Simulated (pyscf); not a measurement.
Structures and frequencies: ωB97X-D3(BJ)/def2-SVP in PySCF. MP2 and CC: frozen core, UHF for open shells. ΔMP2 is the change of the MP2 total energy from the triple- to the quadruple-zeta basis.

### Question
Estimate by transition-state theory (the high-pressure limit) the rate constant of H₂N–NH–GeH₃ (SMILES N[NH][GeH3]) -> H₂N–NH₂ (SMILES NN) + GeH₂ (SMILES [GeH2]) [singlet] (singlet surface; Ge–N, Ge–H broken, H–N formed) at 600 K, with CCSD(T)/def2-TZVPP + ΔMP2(QZVPP) energies (ideal gas, 1 atm, RRHO with modes under 100 cm⁻¹ raised to 100, one conformer, R ln 2 for chiral ones without a mode under 150 cm⁻¹; no tunnelling).

### Answer
The electronic barrier is 56.6 kcal/mol and the thermal terms add -2.5, so ΔG‡ = 54.0 kcal/mol. With k_BT/h = 1.25e+13 s⁻¹ and RT = 1.192 kcal/mol, k = 2.6e-07 s⁻¹, a half-life of 2.7e+06 s through this channel alone. Wigner's tunnelling factor for 1519i cm⁻¹ would be 1.55, likely too low at so high a frequency. A shift of 1 kcal/mol in the barrier changes k by a factor 2.3. On the product side the descent ends in an adduct with a Ge–N contact, 29.9 kcal/mol under the separated species and 47.9 kcal/mol under the saddle at ωB97X-D3(BJ)/def2-TZVP. What is counted as broken (Ge–N) persists as a longer contact in the product adduct; parting that adduct is a step of its own. At ωB97X-D3(BJ) the barrier from the zero used here is 59.9 kcal/mol. H₂N–NH–GeH₃ lies 44.8 kcal/mol over its isomer H₂N–GeH₂–NH₂ (electronic energy, ωB97M-D3(BJ)). One saddle was located; it need not be the lowest between these sides. The CCSD(T) − MP2 part came from Ansatz, without density fitting, on the same reference. The frozen core leaves the outer d or s,p core shells of the metals and heavy elements correlated in the MP2 and CC values, and def2-TZVPP describes them poorly, which can shift differences by a few kcal/mol. Elements up to Kr have no core potential and no relativistic terms here.
